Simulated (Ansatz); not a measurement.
# AlBPH (singlet): wave-function methods side by side, cc-pVDZ

Aim: climb from Hartree-Fock through coupled cluster and multireference methods for AlBPH (singlet) at one geometry and basis, and see what each rung misses.

The runs use Ansatz 0.2.0, Gaussian basis; cc-pVDZ, core rule «outside noble gas», up to 11 orbitals frozen.

Plan: UHF; CCSD(T) on RHF; CCSD(T) on UHF; BCCD(T) on RHF; CISD; CCSDT(Q) on RHF; CCSDT(Q) on UHF; CASSCF and MRCISD+Q, 8 electrons in 8 orbitals; CASSCF and NEVPT4(SD), 8 electrons in 8 orbitals; CASSCF and NEVPT2, 8 electrons in 8 orbitals.

16 further runs of the same task are left out: 7 that didn't finish, 9 set aside as unsound or not needed.

## (1) The system

The geometry is a PBE0/def2-TZVP stationary point (not a proven minimum).

4 atoms, charge 0, spin multiplicity 1.

Atoms are counted from 1 here; the program's logs count them from 0.

Bond lengths: Al1–P2 2.410 Å, P2–B3 1.903 Å, P2–H4 1.417 Å. Angles: Al1–P2–B3 153.5°, Al1–P2–H4 109.6°, B3–P2–H4 96.9°.

Geometry (Å):

```xyz
4

Al    0.00000   -0.09531    1.74981
P     0.00000    0.18955   -0.64317
B     0.00000   -0.45169   -2.43518
H     0.00000    1.57131   -0.95703
```

## (2) UHF

File in.yaml:

```yaml
crystal:
  periodic: [false, false, false]
  atoms:
    - {symbol: Al, position_ang: [0.000000, -0.095312, 1.749815]}
    - {symbol: P, position_ang: [0.000000, 0.189551, -0.643168]}
    - {symbol: B, position_ang: [0.000000, -0.451689, -2.435182]}
    - {symbol: H, position_ang: [0.000000, 1.571307, -0.957031]}
basis:
  gaussian: {orbitals: cc-pVDZ}
magnetization: {spin_polarized: true, initial_magnetization: 0}
hamiltonian: {xc: hf}
output: {orbitals: {seedname: orbitals}}
```

Started as:

```bash
ansatz run in.yaml --threads 1 --pin off --events-out ev --progress --plain --max-ram 2393MiB
```

After this run come: CCSD(T) on RHF; CCSD(T) on UHF; BCCD(T) on RHF; CISD; CCSDT(Q) on RHF; CCSDT(Q) on UHF; CASSCF and MRCISD+Q, 8 electrons in 8 orbitals; CASSCF and NEVPT4(SD), 8 electrons in 8 orbitals; CASSCF and NEVPT2, 8 electrons in 8 orbitals.

Q: Predict the results of all the runs planned. Wanted: RCCSDT(Q) below the RHF energy; RMP2 from RCCSDT(Q); UMP2 from RCCSDT(Q); RCCSD from RCCSDT(Q); RCCSD(T) from RCCSDT(Q); UCCSD(T) from RCCSDT(Q); UCCSDT(Q) from RCCSDT(Q); NEVPT2 frontier from RCCSDT(Q); NEVPT4(SD) frontier from RCCSDT(Q).

The runs gave:

| quantity | value |
| --- | --- |
| RCCSDT(Q) below the RHF energy | -7.8217 eV |
| RMP2 from RCCSDT(Q) | +1712.5 meV |
| UMP2 from RCCSDT(Q) | +1926.1 meV |
| RCCSD from RCCSDT(Q) | +416.0 meV |
| RCCSD(T) from RCCSDT(Q) | +81.7 meV |
| UCCSD(T) from RCCSDT(Q) | +95.4 meV |
| UCCSDT(Q) from RCCSDT(Q) | -0.4 meV |
| NEVPT2 frontier from RCCSDT(Q) | +1436.8 meV |
| NEVPT4(SD) frontier from RCCSDT(Q) | +297.6 meV |
| MRCISD+Q frontier from RCCSDT(Q) | +138.2 meV |
| levels within 1 kcal/mol (43 meV) | RCCSDT, UCCSDT, UCCSDT(Q) |
| T1 diagnostic | 0.027 |

In words: RCCSD(T) misses by +81.7 meV, 1.0 % of the correlation energy. Of the multireference levels listed MRCISD+Q frontier comes nearest in total energy (+138.2 meV), which doesn't show that its space is the better one. These misses are within one basis, not against nature.
